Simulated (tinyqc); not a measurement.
Worked calculation: harmonic frequencies on the UHF/sto-3g surface (energies and gradients from PySCF), for CH3, spin multiplicity 2. Computed by tinyqc, a small Python program that keeps every step (integrals from PySCF). Settings: charge = 0, multiplicity = 2, basis = sto-3g, delta = 0.01. Command: `OMP_NUM_THREADS=1 python tinyqc.py 26236 26237 out.jsonl` (the two numbers bound the seeds that draw the settings). One thread of a shared host (Intel(R) Xeon(R) Processor @ 2.60GHz), about 2 s of CPU time with the checks.

## One row of the Hessian: 2Hx

optimised positions (bohr):
```
           x         y         z
1C   0.02282  -0.01061   0.19889
2H   2.05071   0.07348  -0.01356
3H  -1.04968   1.70462  -0.06961
4H  -0.91046  -1.79585  -0.12706
```

gradient at +delta (hartree/bohr):
```
             x           y           z
1C  -0.0047502  -0.0001581   0.0003655
2H   0.0048253   0.0001697  -0.0004505
3H  -0.0000485  -0.0000969   0.0000434
4H  -0.0000266   0.0000853   0.0000417
```

gradient at -delta (hartree/bohr):
```
             x           y           z
1C   0.0048287   0.0001692  -0.0003904
2H  -0.0049203  -0.0001814   0.0004668
3H   0.0000535   0.0000894  -0.0000388
4H   0.0000381  -0.0000771  -0.0000375
```

Displace 2Hx by +/-0.01 bohr; H(k, :) = (g(+) - g(-)) / (2 delta).

row of the Hessian (hartree/bohr^2): 1Cx -0.4789440, 1Cy -0.0163666, 1Cz 0.0377946, 2Hx 0.4872779, 2Hy 0.0175592, 2Hz -0.0458639, 3Hx -0.0050967, 3Hy -0.0093156, 3Hz 0.0041096, 4Hx -0.0032372, 4Hy 0.0081230, 4Hz 0.0039598

## Hessian by finite differences

All rows are made in the same way, and the matrix is symmetrised.

Hessian (symmetrised) (hartree/bohr^2):
```
            1Cx         1Cy         1Cz         2Hx         2Hy         2Hz         3Hx         3Hy
1Cx   0.8383974  -0.0003891   0.0215639  -0.4789435  -0.0167501   0.0614374  -0.1931397   0.1772610
1Cy  -0.0003891   0.8388185   0.0138296  -0.0163637  -0.0835286   0.0012935   0.1764953  -0.3661620
1Cz   0.0215639   0.0138296   0.0487422   0.0377871   0.0003530  -0.0128596  -0.0288475   0.0416409
2Hx  -0.4789435  -0.0163637   0.0377871   0.4872779   0.0175564  -0.0458561  -0.0050970  -0.0093158
2Hy  -0.0167501  -0.0835286   0.0003530   0.0175564   0.0652461  -0.0009112   0.0316803   0.0101583
2Hz   0.0614374   0.0012935  -0.0128596  -0.0458561  -0.0009112   0.0090113  -0.0072734   0.0000582
3Hx  -0.1931397   0.1764953  -0.0288475  -0.0050970   0.0316803  -0.0072734   0.1825904  -0.1890581
3Hy   0.1772610  -0.3661620   0.0416409  -0.0093158   0.0101583   0.0000582  -0.1890581   0.3669728
3Hz  -0.0414772   0.0616478  -0.0160072   0.0041094  -0.0051890   0.0018369   0.0329541  -0.0490128
4Hx  -0.1663169  -0.1597425  -0.0305037  -0.0032374  -0.0324867  -0.0083080   0.0156477   0.0211127
4Hy  -0.1601218  -0.3891306  -0.0558234   0.0081231   0.0081251  -0.0004405  -0.0191169  -0.0109681
4Hz  -0.0415241  -0.0767709  -0.0198727   0.0039596   0.0057473   0.0020104   0.0031669   0.0073136

            3Hz         4Hx         4Hy         4Hz
1Cx  -0.0414772  -0.1663169  -0.1601218  -0.0415241
1Cy   0.0616478  -0.1597425  -0.3891306  -0.0767709
1Cz  -0.0160072  -0.0305037  -0.0558234  -0.0198727
2Hx   0.0041094  -0.0032374   0.0081231   0.0039596
2Hy  -0.0051890  -0.0324867   0.0081251   0.0057473
2Hz   0.0018369  -0.0083080  -0.0004405   0.0020104
3Hx   0.0329541   0.0156477  -0.0191169   0.0031669
3Hy  -0.0490128   0.0211127  -0.0109681   0.0073136
3Hz   0.0119510   0.0044139  -0.0074462   0.0022183
4Hx   0.0044139   0.1539079   0.1711158   0.0343979
4Hy  -0.0074462   0.1711158   0.3919744   0.0637102
4Hz   0.0022183   0.0343979   0.0637102   0.0156432
```

## Normal modes

masses (u): 1C 12.00000, 2H 1.00782, 3H 1.00782, 4H 2.01410

Diagonalise H_ij / sqrt(m_i m_j); the 6 smallest eigenvalues belong to translations and rotations; wavenumber = sqrt(eigenvalue / 1822.888) x 219474.63; each mode has its largest component positive (the first on a tie); zero-point energy = sum of wavenumbers / 2, with 349.755 1/cm per kcal/mol. A mass of 2.014 u marks deuterium.

eigenvalues of the mass-weighted Hessian (hartree/(bohr^2 u)): -0.00001  0.00000  0.00000  0.00000  0.00000  0.00001  0.01117  0.07610  0.10669  0.28034  0.50833  0.55432

harmonic wavenumbers of the vibrations (1/cm): 543.3  1418.1  1679.1  2721.7  3665.0  3827.2

mass-weighted modes:
```
       mode 1    mode 2    mode 3    mode 4    mode 5    mode 6
1Cx   0.00944  -0.30954  -0.12320  -0.15853  -0.11273  -0.29257
1Cy   0.00163   0.16274  -0.23446  -0.30339  -0.21305   0.15398
1Cz  -0.47806  -0.00559  -0.00185  -0.05932   0.03148  -0.00530
2Hx   0.06076  -0.07663  -0.06600  -0.13466   0.67820   0.66298
2Hy   0.01488  -0.46014   0.66890   0.01367   0.02686   0.02910
2Hz   0.55135  -0.10295  -0.03709   0.00107  -0.06182  -0.06907
3Hx  -0.03765   0.33323   0.58922   0.08744  -0.35986   0.34946
3Hy   0.06670   0.32556   0.32376  -0.10321   0.57286  -0.56191
3Hz   0.54891   0.10753  -0.02529   0.00509  -0.08056   0.08740
4Hx  -0.03939   0.57406  -0.06939   0.42036   0.04997  -0.00203
4Hy  -0.06170  -0.30204  -0.12987   0.80389   0.09581   0.00104
4Hz   0.38851   0.01040   0.04863   0.14044   0.02389  -0.00004
```

zero-point energy = 19.80597 kcal/mol
